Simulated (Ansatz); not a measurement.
A calculation with Ansatz (development build ahead of 0.2.0).

```yaml
crystal:
  periodic: [false, false, false]
  atoms:
    - { symbol: C, position_ang: [0.0, 0.0, -0.61209] }
    - { symbol: C, position_ang: [0.0, 0.0, 0.61209] }
    - { symbol: H, position_ang: [0.0, -0.85665, -1.14109] }
    - { symbol: H, position_ang: [0.0, 0.85665, -1.14109] }
    - { symbol: H, position_ang: [0.0, -0.85665, 1.14109] }
    - { symbol: H, position_ang: [0.0, 0.85665, 1.14109] }
basis:
  gaussian: { orbitals: def2-TZVP }
hamiltonian:
  xc: hf
correlation:
  method: mp2
  frozen_orbitals: { C: 1, H: 0 }
```

The input is written out in the form of the current development build from the run's settings.

The run gave:

```yaml
Converged: yes
Reference_energy: -78.03786 hartree
Correlation_energy: -0.31693 hartree
Total_energy: -78.35479 hartree
Spin_squared_of_the_determinant: 0.000
```

Caution: no unrestricted run beside it, a lower state can exist.
